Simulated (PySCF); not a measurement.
How the method moves the HOMO and LUMO of CH3CH2CHFCH3

Species: CH3CH2CHFCH3, C4H9F.
Z-matrix (Å and degrees, PBE0-D3(BJ)/def2-SVP geometry), rows numbered from 1:
```
C 
C   1  1.5191
C   2  1.5164  1  113.18
C   3  1.5105  2  113.92  1   179.40
F   3  1.3872  2  108.56  1    58.46
H   1  1.1019  2  111.31  3    61.79
H   1  1.0995  2  110.45  3   -57.73
H   1  1.0999  2  111.45  3  -177.96
H   2  1.1031  1  110.63  3  -121.59
H   2  1.1040  1  110.21  3   121.00
H   3  1.1070  2  109.31  1   -57.26
H   4  1.1000  3  110.73  2    61.74
H   4  1.0993  3  110.50  2  -178.09
H   4  1.1008  3  110.35  2   -58.31
```

Basis pcSseg-1 throughout (PySCF), one geometry. Geometry: PBE0-D3(BJ)/def2-SVP, one conformer, isolated molecule.

How do the orbital energies, the gap and the dipole change with the method?

```tsv
method	kind	HOMO (eV)	LUMO (eV)	gap (eV)	μ (D)	SCF cycles
BLYP	GGA	-7.29	0.67	7.95	1.67	13
OPBE	GGA	-7.30	0.94	8.24	1.67	13
PBE	GGA	-7.35	0.67	8.02	1.67	13
B97-D	GGA	-7.42	0.82	8.24	1.71	12
LDA	LDA	-7.45	0.48	7.92	1.75	13
BP86	GGA	-7.47	0.75	8.22	1.69	12
KT2	GGA	-7.50	0.62	8.12	1.68	12
KT3	GGA	-7.54	0.56	8.10	1.66	13
B3LYP	global hybrid	-8.75	1.17	9.91	1.79	12
PBE0	global hybrid	-8.96	1.51	10.47	1.81	12
mPW1PW91	global hybrid	-9.01	1.53	10.54	1.82	12
HF	Hartree–Fock	-12.72	4.33	17.06	2.05	10
```

The HOMO spans 5.44 eV, from BLYP down to HF, and the gap runs from 7.92 eV (LDA) to 17.06 eV (HF). Over the methods BLYP (0 %), OPBE (0 %), PBE (0 %), B97-D (0 %), LDA (0 %), BP86 (0 %), KT2 (0 %), KT3 (0 %), B3LYP (20 %), PBE0 (25 %), mPW1PW91 (25 %), HF (100 %), a straight line through the gap against the share of exact exchange rises by 0.90 eV for each 10 % (correlation coefficient 0.999). The dipole ranges from 1.66 D (KT3) to 2.05 D (HF). This basis has no diffuse functions.

The vertical ΔSCF ionisation energy at CAM-B3LYP/def2-SVPD is 11.45 eV; −ε(HOMO) comes closest to it with HF (12.72 eV).
